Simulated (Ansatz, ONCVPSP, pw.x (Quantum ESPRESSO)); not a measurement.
What a changed setting does to a pw.x run (diamond Ge)

Potential: optimised norm-conserving Vanderbilt (ONCV), ONCVPSP 4.0.1.1 (patched build), PBE; core [Ar], reference 3d10 4s2 4p2; waves: 4s: rc 1.86 bohr, ncon 4, nbas 7, qcut 4.8 1/bohr, 2 projectors, debl 3.7 Ha; 4p: rc 2.52 bohr, ncon 5, nbas 8, qcut 4 1/bohr, 2 projectors, debl 3.4 Ha; 3d: rc 1.50 bohr, ncon 3, nbas 7, qcut 10.9 1/bohr, 1 projector; local part: polynomial inside 1.38 bohr (lpopt 5, dvloc0 2 Ha); core correction: none.

The reference run (k-mesh 8³, cutoffs 125/500 Ry, Fermi–Dirac 0.01 Ry, mixing_beta 0.4, conv_thr 1e-9, no spin) gives 0.76 GPa at 23.951 Å³/atom, where all-electron LAPW gives 0.00 GPa. This run, with its own iteration cap, changes ecutwfc (ecutrho with it) to 5, a wrong or extreme entry chosen on purpose.

```
&control
  calculation='scf', prefix='x', pseudo_dir='./', outdir='./tmp', tstress=.true., disk_io='none'
/
&system
  ibrav=0, nat=2, ntyp=1, ecutwfc=5, ecutrho=20, nbnd=23,
  occupations='smearing', smearing='fd', degauss=0.01
/
&electrons
  conv_thr=1e-09, mixing_beta=0.4, electron_maxstep=70
/
ATOMIC_SPECIES
Ge 1.0 Ge.UPF
CELL_PARAMETERS angstrom
  0.00000000 2.88253474 2.88253474
  2.88253474 0.00000000 2.88253474
  2.88253474 2.88253474 0.00000000
ATOMIC_POSITIONS crystal
Ge 0.0000 0.0000 0.0000
Ge 0.2500 0.2500 0.2500
K_POINTS automatic
8 8 8 0 0 0
```

```bash
pw.x < Ge.scf.in > Ge.scf.out
```

Problem. How does the run end?

Solution. It converges in 10 iterations; the free energy moves by +852.77 eV/atom and the pressure by -877.62 GPa. The result is not a property of the crystal.

```
Message from routine setup:
     using ibrav=0 with symmetry is DISCOURAGED, use correct ibrav instead
     lattice parameter (alat)  =       7.7035  a.u.
     unit-cell volume          =     323.2587 (a.u.)^3
     number of electrons       =        28.00
     number of Kohn-Sham states=           23
     kinetic-energy cutoff     =       5.0000  Ry
     charge density cutoff     =      20.0000  Ry
     scf convergence threshold =      1.0E-09
     Exchange-correlation= PBE
     number of k points=    29  Fermi-Dirac smearing, width (Ry)=  0.0100
     negative rho (up, down):  8.371E-03 0.000E+00
     iteration #  1     ecut=     5.00 Ry     beta= 0.40
     total energy              =    -222.50589637 Ry
     estimated scf accuracy    <     115.63781324 Ry
     iteration #  2     ecut=     5.00 Ry     beta= 0.40
     total energy              =    -213.67965842 Ry
     estimated scf accuracy    <      24.37323777 Ry
     iteration #  3     ecut=     5.00 Ry     beta= 0.40
     total energy              =    -213.95014773 Ry
     estimated scf accuracy    <       1.99757869 Ry
     iteration #  4     ecut=     5.00 Ry     beta= 0.40
     total energy              =    -214.02036750 Ry
     estimated scf accuracy    <       0.03708739 Ry
     iteration #  5     ecut=     5.00 Ry     beta= 0.40
     total energy              =    -214.02446870 Ry
     estimated scf accuracy    <       0.00228242 Ry
     iteration #  6     ecut=     5.00 Ry     beta= 0.40
     total energy              =    -214.02312427 Ry
     estimated scf accuracy    <       0.00266486 Ry
     iteration #  7     ecut=     5.00 Ry     beta= 0.40
     total energy              =    -214.02328722 Ry
     estimated scf accuracy    <       0.00006906 Ry
     iteration #  8     ecut=     5.00 Ry     beta= 0.40
     total energy              =    -214.02329673 Ry
     estimated scf accuracy    <       0.00000009 Ry
     iteration #  9     ecut=     5.00 Ry     beta= 0.40
     total energy              =    -214.02329675 Ry
     estimated scf accuracy    <          9.5E-09 Ry
     iteration # 10     ecut=     5.00 Ry     beta= 0.40
     the Fermi energy is    19.0306 ev
!    total energy              =    -214.02329675 Ry
     estimated scf accuracy    <          7.8E-10 Ry
     smearing contrib. (-TS)   =      -0.00471523 Ry
     The total energy is F=E-TS. E is the sum of the following terms:
     one-electron contribution =     -20.72962720 Ry
     hartree contribution      =      25.65504606 Ry
     xc contribution           =     -25.11740783 Ry
     ewald contribution        =    -193.82659254 Ry
     convergence has been achieved in  10 iterations
          total   stress  (Ry/bohr**3)                   (kbar)     P=    -8768.61
     Message from routine punch:
     Nothing written, as per user request (disk_io='none')
```

The run took about 1.4 s on one core of a shared host (Neoverse-N1, 64 threads, 124 GiB, load 50).
